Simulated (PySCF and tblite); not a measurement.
Results of a calculation; reference values are marked as such.
C₅H₆O, numbered as in [CH2:1]=[CH:2][C:3](=[O:4])[CH:5]=[CH2:6].

Conformers came from 90 starts (ETKDG and KDG, MMFF94s, GFN2-xTB); geometries are GFN2-xTB. Energies: PBE0-D3(BJ)/def2-TZVP (IEF-PCM, chloroform), with GFN2-xTB thermal terms (modes under about 100 cm⁻¹ blended into free rotors). Symmetry numbers and mirror images are counted. Conformers within 3 kcal/mol (GFN2-xTB free energy) were kept, 8 at most. Run with PySCF (density fitting) and tblite.

Rotational constants are equilibrium values for the commonest isotopes; dipoles come from the energy level named and are polarised by its solvent model.

Torsions listed: C1–C2–C3–O4, O4–C3–C5–C6. Of a mirror pair one member is shown.

```
conformer       shape   symmetry  weight %
        1  152°, -10°  C1 (pair)      51.1
        2      0°, 0°        C2v      40.9
        3  147°, 147°  C2 (pair)       7.9
```

Sets of constants, in random order:

| set | A (MHz) | B (MHz) | C (MHz) | abs μa (D) | abs μb (D) | abs μc (D) |
| --- | --- | --- | --- | --- | --- | --- |
| P | 10358 | 2313 | 1891 | 0.00 | 3.18 | 0.00 |
| Q | 6625 | 2787 | 1998 | 1.20 | 3.64 | 0.23 |
| R | 4193 | 4136 | 2209 | 0.05 | 4.46 | 0.00 |

Problem. Match each set to its conformer.

Solution. P is conformer 2, Q is conformer 1, R is conformer 3.
